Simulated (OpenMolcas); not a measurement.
**C2H7N (SMILES CNC): levels of theory compared**

Aim: a comparison of 6 runs (HF/STO-3G, HF/cc-pVDZ, B2PLYP/cc-pVDZ, M06-2X/cc-pVDZ, PBE/cc-pVDZ, CCSD(T)/cc-pVDZ) of C2H7N. 

The calculation is run with OpenMolcas 26.06.

1 further run of the same task is left out (set aside as unsound or not needed).

## (1) The structure to begin with

The species is C2H7N (10 atoms), meant as a singlet with charge 0. SMILES: `CNC`. The shape is that of a PBE0-D4/def2-TZVP optimisation.

Bond lengths: C1–N2 1.445 Å, N2–C3 1.445 Å, C1–H4 1.092 Å, C1–H5 1.094 Å, C1–H6 1.104 Å, N2–H7 1.011 Å, C3–H8 1.094 Å, C3–H9 1.092 Å, C3–H10 1.104 Å. Some angles: C1–N2–C3 112.8°, C1–N2–H7 109.8°, C3–N2–H7 109.8°, N2–C1–H4 110.0°, N2–C1–H5 109.4°, N2–C1–H6 114.0°, N2–C3–H8 109.4°, N2–C3–H9 110.0°, N2–C3–H10 114.0°, H4–C1–H5 107.5°.

## (2) Energy and forces at HF/STO-3G (run 1)

Input file job.inp:

```
* C2H7N Hartree-Fock
>>> EXPORT MOLCAS_PRINT=2

&gateway
  baslib = $CurrDir
  basisset
  C.STO-3G....
  C1 -0.856700 0.407300 -0.748800 angstrom
  C3 0.945800 -0.503900 0.558500 angstrom
  End of Basis
  basisset
  N.STO-3G....
  N2 -0.459900 -0.174400 0.512500 angstrom
  End of Basis
  basisset
  H.STO-3G....
  H4 -1.910600 0.690500 -0.714000 angstrom
  H5 -0.740700 -0.334800 -1.544500 angstrom
  H6 -0.268400 1.295100 -1.038900 angstrom
  H7 -0.689100 0.456900 1.268600 angstrom
  H8 1.158300 -1.294800 -0.167100 angstrom
  H9 1.207400 -0.885700 1.547500 angstrom
  H10 1.613700 0.343700 0.326200 angstrom
  End of Basis

&seward

&scf
  thresholds = 1e-10 1e-07 1e-07 1e-05
  prorbitals = 1 2

&alaska
```

The basis set STO-3G is read from a file made from the Basis Set Exchange's data (not shown).

Launch:

```bash
$ export MOLCAS_MEM=1860
$ pymolcas job.inp > job.log
```

The log of the run:

```text
--- Start Module: gateway ---
[...]
--- Stop Module: gateway /rc=_RC_ALL_IS_WELL_ ---
[...]
      Basis functions           22
[...]
--- Start Module: scf ---
[...]
       Convergence after  10 Iterations
[...]
::    Total SCF energy                               -132.6090622145
[...]
      Total spin, S                                     0.0000000000
[...]
      Total electronic charge=   26.000000
      Total            charge=   -0.000000
[...]
      Dipole Moment (debye):
      Origin of the operator (angstrom)=   -0.1109   -0.0739    0.1014
                   X=  5.6009E-01               Y=  1.0517E+00               Z= -3.9176E-02           Total=  1.1922E+00
      Quadrupole Moment (debye*angstrom):
[...]
--- Stop Module: scf /rc=_RC_ALL_IS_WELL_ ---
--- Start Module: alaska ---
[...]
 *              Molecular gradients               *
 **************************************************
  Irreducible representation: a
 ------------------------------------------------------------------------------------------
                              X                       Y                       Z
 ------------------------------------------------------------------------------------------
  C1                7.33189757246722E-03   -1.51832506964298E-02    3.21295489414397E-02
  C3               -3.56989668724701E-02    6.54396850148120E-03    8.06332464653226E-04
  N2                1.70067781922691E-02    2.00212886095295E-02   -9.48763861430901E-03
  H4               -2.65469770171567E-03    2.39442617124830E-05   -9.27999605349727E-04
  H5               -1.02445834661874E-04   -2.54818361083098E-03   -2.83914590386702E-03
  H6                4.44874325092193E-03    5.29193872004852E-03   -2.84376367708261E-03
  H7                2.90816680668182E-03   -1.43794472528822E-02   -1.40226481299317E-02
  H8                8.64712801333045E-04   -3.01521365406554E-03   -2.08373824290708E-03
[...]
--- Stop Module: alaska /rc=_RC_ALL_IS_WELL_ ---
[...]
```

It took 1.8 s on 1 thread of Arm Neoverse V2, shared host; peak memory 0.37 GiB.

## (3) Energy and forces at HF/cc-pVDZ (run 2)

Input file mol.xyz:

```xyz
10

C     -0.856700     0.407300    -0.748800
N     -0.459900    -0.174400     0.512500
C      0.945800    -0.503900     0.558500
H     -1.910600     0.690500    -0.714000
H     -0.740700    -0.334800    -1.544500
H     -0.268400     1.295100    -1.038900
H     -0.689100     0.456900     1.268600
H      1.158300    -1.294800    -0.167100
H      1.207400    -0.885700     1.547500
H      1.613700     0.343700     0.326200
```

Input file run.input:

```
&GATEWAY
  BasLib
  $CurrDir
  Coord
  mol.xyz
  Basis
  cc-pVDZ
  Group
  NoSym

&SEWARD

&SCF
  Thresholds
  1e-10 1e-07 1e-07 1e-05
  PrOrbitals
  1 1

&ALASKA
```

The basis set cc-pVDZ is read from a file made from the Basis Set Exchange's data (not shown).

Launch:

```bash
$ export MOLCAS_MEM=1860
$ pymolcas run.input > run.log
```

The log of the run:

```text
--- Start Module: gateway ---
[...]
--- Stop Module: gateway /rc=_RC_ALL_IS_WELL_ ---
[...]
      Basis functions           77
[...]
--- Start Module: scf ---
[...]
       Convergence after  12 Iterations
[...]
::    Total SCF energy                               -134.2513630329
[...]
      Total spin, S                                     0.0000000000
[...]
      Total electronic charge=   26.000000
      Total            charge=   -0.000000
[...]
      Dipole Moment (debye):
      Origin of the operator (angstrom)=   -0.1109   -0.0739    0.1014
                   X=  4.0732E-01               Y=  8.9713E-01               Z=  6.3583E-02           Total=  9.8732E-01
      Quadrupole Moment (debye*angstrom):
[...]
--- Stop Module: scf /rc=_RC_ALL_IS_WELL_ ---
[...]
--- Start Module: alaska ---
[...]
 *              Molecular gradients               *
 **************************************************
  Irreducible representation: a
 ------------------------------------------------------------------------------------------
                              X                       Y                       Z
 ------------------------------------------------------------------------------------------
  C1                4.96878516710098E-04   -1.05273854623089E-03    1.91841334224296E-03
  N2                1.45356609883152E-03   -3.40820271685782E-03   -4.37732511588429E-03
  C3               -2.23776690428590E-03    3.10240064097744E-04   -1.50996019507188E-04
  H4               -4.81570216647409E-04    4.69568662797570E-05    1.23530664311033E-05
  H5                3.04785452132181E-04   -7.20288780580614E-04   -4.96919645347926E-04
  H6                1.28469994573988E-03    1.19051711431073E-03   -8.82414413148513E-04
  H7               -2.10225578724232E-03    3.18561657024086E-03    5.12803289815578E-03
  H8               -5.13139273570218E-05   -5.23475018807673E-04   -7.15175543243518E-04
[...]
--- Stop Module: alaska /rc=_RC_ALL_IS_WELL_ ---
[...]
```

Wall time 5.1 s (1 thread of Arm Neoverse V2, shared host); peak memory 0.43 GiB.

Run 3 isn't shown in full; the table further down has it.

## (4) Energy and gradient at M06-2X/cc-pVDZ (run 4)

Input file input.xyz:

```xyz
10

C     -0.856700     0.407300    -0.748800
N     -0.459900    -0.174400     0.512500
C      0.945800    -0.503900     0.558500
H     -1.910600     0.690500    -0.714000
H     -0.740700    -0.334800    -1.544500
H     -0.268400     1.295100    -1.038900
H     -0.689100     0.456900     1.268600
H      1.158300    -1.294800    -0.167100
H      1.207400    -0.885700     1.547500
H      1.613700     0.343700     0.326200
```

Input file mol.input:

```
&gateway
  baslib=$CurrDir
  coord=input.xyz
  basis=cc-pVDZ
  group=NoSym

&seward
  gridinput
  Grid=UltraFine
  End of Grid

&scf
  ksdft=M062X
  thresholds=1e-10 1e-07 1e-07 1e-05
  prorbitals=1 1

&alaska
```

The basis set cc-pVDZ is read from a file made from the Basis Set Exchange's data (not shown).

Launch:

```bash
$ export MOLCAS_MEM=1860
$ pymolcas mol.input > mol.log
```

The log of the run:

```text
--- Start Module: gateway ---
[...]
--- Stop Module: gateway /rc=_RC_ALL_IS_WELL_ ---
[...]
      Basis functions           77
[...]
--- Start Module: scf ---
[...]
       Convergence after  12 Iterations
[...]
::    Total KS-DFT energy                            -135.0916270933
[...]
      Total spin, S                                     0.0000000000
[...]
      Total electronic charge=   26.000000
      Total            charge=   -0.000000
[...]
      Dipole Moment (debye):
      Origin of the operator (angstrom)=   -0.1109   -0.0739    0.1014
                   X=  3.2776E-01               Y=  8.2098E-01               Z=  1.2026E-01           Total=  8.9214E-01
      Quadrupole Moment (debye*angstrom):
[...]
--- Stop Module: scf /rc=_RC_ALL_IS_WELL_ ---
[...]
--- Start Module: alaska ---
[...]
 *              Molecular gradients               *
 **************************************************
  Irreducible representation: a
 ------------------------------------------------------------------------------------------
                              X                       Y                       Z
 ------------------------------------------------------------------------------------------
  C1               -1.55378439374854E-03   -8.12900648435200E-04   -1.86546165495738E-03
  N2                3.13579020247534E-03    7.38129621024441E-03    8.24535019299688E-04
  C3                1.23083930842771E-03   -2.24007998364284E-03    7.32275697115092E-05
  H4                4.63550212330333E-03   -1.15645461223179E-03   -6.65348574253877E-05
  H5               -6.38136941324655E-04    3.41752616461877E-03    3.46823339123059E-03
  H6               -2.39138081371948E-03   -3.74519896225145E-03    1.47445325310525E-03
  H7                5.79489550293966E-04   -4.71708824398309E-03   -4.07960449985723E-03
  H8               -8.15576207325197E-04    3.52505419398463E-03    3.37748588305864E-03
[...]
--- Stop Module: alaska /rc=_RC_ALL_IS_WELL_ ---
[...]
```

Run time: 43 s. Hardware: 1 thread of Arm Neoverse V2, shared host; peak memory 0.44 GiB.

Run 5 isn't shown in full; the table further down has it.

## (5) The energy at CCSD(T)/cc-pVDZ (run 6)

Input file calc.inp:

```
&GATEWAY
BASLIB = $CurrDir
COORD
10
angstrom
C       -0.856700       0.407300      -0.748800
N       -0.459900      -0.174400       0.512500
C        0.945800      -0.503900       0.558500
H       -1.910600       0.690500      -0.714000
H       -0.740700      -0.334800      -1.544500
H       -0.268400       1.295100      -1.038900
H       -0.689100       0.456900       1.268600
H        1.158300      -1.294800      -0.167100
H        1.207400      -0.885700       1.547500
H        1.613700       0.343700       0.326200
BASIS = cc-pVDZ
GROUP = NoSym
&SEWARD
&SCF
THRESHOLDS = 1e-10 1e-07 1e-07 1e-05
PRORBITALS = 0
&RASSCF
FILEORB = $Project.ScfOrb
SPIN = 1
NACTEL = 0 0 0
INACTIVE = 13
RAS2 = 0
OUTORBITALS = Canonical
ORBLISTING = Nothing
&MOTRA
JOBIPH
FROZEN = 3
&CCSDT
CCT
TRIPLES = 2
ITERATIONS = 80
ACCURACY = 1e-08
EXTRAPOLATION = 5 4
```

The basis set cc-pVDZ is read from a file made from the Basis Set Exchange's data (not shown).

Launch:

```bash
$ export MOLCAS_MEM=1860
$ pymolcas calc.inp > calc.log
```

The log of the run:

```text
--- Start Module: gateway ---
[...]
--- Stop Module: gateway /rc=_RC_ALL_IS_WELL_ ---
[...]
      Basis functions           77
[...]
       Convergence after  12 Iterations
[...]
::    Total SCF energy                               -134.2513630329
[...]
      Total spin, S                                     0.0000000000
[...]
      Number of active orbitals                  0
[...]
      Spin quantum number                      0.0
[...]
      Active orbitals                            0
[...]
      Number of CSFs                             1
[...]
      Number of root(s) required                 1
[...]
      Convergence after  4 iterations
[...]
      Natural orbitals and occupation numbers for root  1
      ************************************************************************************************************************
      *                                                    Final results                                                     *
      ************************************************************************************************************************
[...]
::    RASSCF root number  1 Total energy:   -134.25136303
[...]
      Total electronic charge=   26.000000
      Total            charge=   -0.000000
[...]
      Dipole Moment (debye):
      Origin of the operator (angstrom)=   -0.1109   -0.0739    0.1014
                   X=  4.0732E-01               Y=  8.9713E-01               Z=  6.3583E-02           Total=  9.8732E-01
      Quadrupole Moment (debye*angstrom):
[...]
--- Start Module: motra ---
[...]
      *** WARNING: Default frozen orbitals is overwritten by user input.
      *** Default values:   3
[...]
--- Stop Module: motra /rc=_RC_ALL_IS_WELL_ ---
--- Start Module: ccsdt ---
[...]
      Convergence after                    15  Iterations
      Total energy (diff) :    -134.76235509      -0.00000000
[...]
 METHOD                       : CCSD+T(CCSD)+<T3(1)WT1> = CCSD(T)
[...]
       CCSD     =      -134.7623550918811
[...]
--- Stop Module: ccsdt /rc=_RC_ALL_IS_WELL_ ---
[...]
```

It took 30 s on 1 thread of Arm Neoverse V2, shared host; peak memory 0.44 GiB.

## (6) Overview of the runs

```
run            level      task  frozen core orbitals  energy (Eh)  dipole moment (D) of the reference  HOMO energy (eV)  LUMO energy (eV)  wall time
  1        HF/STO-3G  gradient                     –  -132.609062                                1.19             -8.15             16.88      1.8 s
  2       HF/cc-pVDZ  gradient                     –  -134.251363                                0.99             -9.86              5.01      5.1 s
  3   B2PLYP/cc-pVDZ    energy                     3  -135.004062                                0.90             -7.51              3.01       23 s
  4   M06-2X/cc-pVDZ  gradient                     –  -135.091627                                0.89             -7.52              2.78       43 s
  5      PBE/cc-pVDZ  gradient                     –  -134.973484                                0.79             -4.60              1.10       33 s
  6  CCSD(T)/cc-pVDZ    energy                     3  -134.775722                                0.99             -9.86              5.01       30 s
```

## (7) Results

| quantity | value |
| --- | --- |
| run 6: total energy | -134.77572 Eh |
| run 6: dipole moment (mean-field density) | 0.99 D |
| run 6: HOMO energy (Hartree–Fock orbitals) | -9.86 eV |
| run 6: LUMO energy (Hartree–Fock orbitals) | 5.01 eV |
| run 6: HOMO–LUMO gap (Hartree–Fock orbitals) | 14.86 eV |
| run 6: correlation energy (3 core orbitals frozen) | -524.4 mEh |
| run 6: (T) correction | -13.37 mEh |

What this shows: Over runs 1, 2, 3, 4, 5 the dipole moment (its size) runs from 0.79 D (PBE/cc-pVDZ) to 1.19 D (HF/STO-3G). The two ends differ in method and basis. Over runs 1, 2, 3, 4, 5 the HOMO–LUMO gap runs from 5.70 eV (PBE/cc-pVDZ) to 25.03 eV (HF/STO-3G). For B2PLYP the log adds the whole second-order term; the table takes 0.27 of it, as the functional is defined. Totals of different functionals can't be ranked against each other. In run 1 the basis is minimal, so the values are rough. All runs together took 2.3 min, the longest 43 s.
